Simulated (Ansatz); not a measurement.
Mulliken charges of `N#CC(F)(F)F` from ωB97M-V/def2-TZVPP in Ansatz (PBE0-D4/def2-TZVP geometry).

```json
{"atom": "N1", "x (Å)": "1.022", "y (Å)": "-1.705", "z (Å)": "0.893", "charge (e)": "0.025"}
{"atom": "C2", "x (Å)": "0.486", "y (Å)": "-0.811", "z (Å)": "0.418", "charge (e)": "-0.207"}
{"atom": "C3", "x (Å)": "-0.206", "y (Å)": "0.346", "z (Å)": "-0.197", "charge (e)": "0.571"}
{"atom": "F4", "x (Å)": "-1.316", "y (Å)": "-0.056", "z (Å)": "-0.802", "charge (e)": "-0.130"}
{"atom": "F5", "x (Å)": "0.581", "y (Å)": "0.927", "z (Å)": "-1.091", "charge (e)": "-0.130"}
{"atom": "F6", "x (Å)": "-0.525", "y (Å)": "1.235", "z (Å)": "0.734", "charge (e)": "-0.130"}
```

**Question.** By hand: the dipole of these point charges (1 e Å = 4.8032 D).

**Answer.** Σ q r = (-0.029, 0.049, -0.026) e Å, of length 0.063 e Å = 0.30 D.

**Question.** How does the dipole of the full density compare? (Best estimate.)

**Answer.** The calculation gave: (-0.137, 0.228, -0.121) e Å, 1.40 D; the point charges give 0.21 times that, at 0° from its direction.

Point charges leave out the atoms' own dipoles, such as those of lone pairs, and Mulliken's split depends on the basis, so the two needn't agree.
